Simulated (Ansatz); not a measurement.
Species: C3H3 (charge -1, singlet). It need not be the lowest isomer of its formula. Whether it binds its extra electron was not tested at this geometry. SMILES: [C-]1=CC1
Geometry: optimised at B3LYP-D3(BJ)/def2-TZVP (Ansatz, a quantum-chemistry and plane-wave program).

Parts of the frozen-core correlation energy in aug-cc-pVTZ (Ansatz, hartree). Frozen orbitals: 3; correlated occupied orbitals by spin: 8 and 8; virtual: 196 and 196. Spin-orbit coupling is left out. No relativistic terms.

| term | value |
|---|---|
| reference (HF) | -115.23026 |
| MP2 opposite-spin | ? |
| MP2 same-spin | -0.12184 |
| CCSD correlation | ? |
| (T) | ? |
| T1 diagnostic | 0.014 |
| largest doubles amplitude | 0.058 |

### Question
Some entries are withheld; supply them.

### Answer

- MP2 opposite-spin, value: -0.38367
- CCSD correlation, value: -0.52011
- (T), value: -0.02840
